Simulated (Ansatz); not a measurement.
Molecule: Li2, charge 0, multiplicity 1. SMILES: [Li][Li]
Geometry: optimised at B3LYP-D3(BJ)/def2-TZVP (Ansatz, a program for electronic structure).

Computed values are from Ansatz. Valence correlation only, unless marked. Open shells are spin-unrestricted. Spin-orbit coupling is left out. Non-relativistic. CBS(X,Y): correlation extrapolated as X^-3; Hartree-Fock from the larger set.

```
Quantity                                                                                                            Result
-------------------------------------  -----------------------------------------------------------------------------------
atomisation energy De                                                24.6 kcal/mol at CCSD(T)/CBS(def2-TZVPPD,def2-QZVPPD)
total energy                                                           -14.9046 Eh at CCSD(T)/CBS(def2-TZVPPD,def2-QZVPPD)
dipole moment                                                                                  0.00 D at CCSD(T)/def2-SVPD
T1 diagnostic                                                                                     0.018 at CCSD/def2-QZVPP
measured enthalpy of formation, 298 K          51.6 kcal/mol (G2/97 table in ASE (Curtiss et al.); older table, unchecked)
measured dipole moment                 0.00 D (NIST CCCBDB, as tabulated in the package chemicals; older table, unchecked)
measured ionisation energy, adiabatic                                5.11 eV (CCCBDB table in ASE; older table, unchecked)
```

The Hartree-Fock reference is unstable (checked in the largest basis), which strains HF and MP2.
